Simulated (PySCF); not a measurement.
Simulated outer-valence photoelectron spectrum of `NC(=O)/C=C\F`. The calculation used EOM-IP-CCSD/aug-cc-pVDZ in PySCF, restricted Hartree–Fock reference, 6 core orbitals frozen, non-relativistic, gas phase, PBE0-D3(BJ)/def2-SVP geometry.

Each root has a Gaussian of 0.8 eV full width with its one-hole share as area; cross sections and vibrations are left out, and the highest printed point is 100.

| ionisation energy (eV) | intensity |
| --- | --- |
| 8.8 | 0 |
| 9.0 | 1 |
| 9.2 | 4 |
| 9.4 | 14 |
| 9.6 | 34 |
| 9.8 | 62 |
| 10.0 | 85 |
| 10.2 | 90 |
| 10.4 | 82 |
| 10.6 | 69 |
| 10.8 | 52 |
| 11.0 | 32 |
| 11.2 | 15 |
| 11.4 | 5 |
| 11.6 | 1 |
| 11.8 | 0 |
| 12.0 | 0 |
| 12.2 | 0 |
| 12.4 | 0 |
| 12.6 | 0 |
| 12.8 | 0 |
| 13.0 | 1 |
| 13.2 | 3 |
| 13.4 | 10 |
| 13.6 | 24 |
| 13.8 | 44 |
| 14.0 | 64 |
| 14.2 | 81 |
| 14.4 | 93 |
| 14.6 | 100 |
| 14.8 | 97 |
| 15.0 | 83 |
| 15.2 | 62 |
| 15.4 | 38 |
| 15.6 | 18 |
| 15.8 | 6 |
| 16.0 | 2 |
| 16.2 | 0 |
| 16.4 | 0 |
| 16.6 | 0 |
| 16.8 | 2 |
| 17.0 | 6 |
| 17.2 | 17 |
| 17.4 | 32 |
| 17.6 | 42 |
| 17.8 | 40 |
| 18.0 | 26 |
| 18.2 | 12 |
| 18.4 | 4 |
| 18.6 | 1 |
| 18.8 | 0 |

Question: Where are the maxima, and how many lines lie under the curve?

Answer: 3 maxima, at 10.2, 14.6 and 17.7 eV, from 8 lines. At this width some lines have no maximum of their own.

Question: List the lines with their holes.

Answer: 
| E (eV) | leading hole (HF orbital) | area | Koopmans (eV) |
| --- | --- | --- | --- |
| 9.96 | HOMO-2 | 0.94 | 11.98 |
| 10.18 | HOMO-1 | 0.94 | 11.35 |
| 10.70 | HOMO | 0.96 | 10.99 |
| 14.00 | HOMO-3 | 0.95 | 15.79 |
| 14.46 | HOMO-4 | 0.91 | 15.89 |
| 14.73 | HOMO-5 | 0.95 | 16.34 |
| 15.12 | HOMO-6 | 0.94 | 17.43 |
| 17.67 | HOMO-7 | 0.94 | 19.24 |

The widest gap, 3.30 eV, lies between 10.70 and 14.00 eV. Only orbitals with −ε under 21 eV, eight at most, were ionised, so the high end of the curve may lack lines.

Conformer computed: `[NH2:1][C:2](=[O:3])/[CH:4]=[CH:5]\[F:6]`: N1–C2–C4–C5 3°, H–N1–C2–O3 179°, H–N1–C2–O3 1°.

One conformer stands for the species.
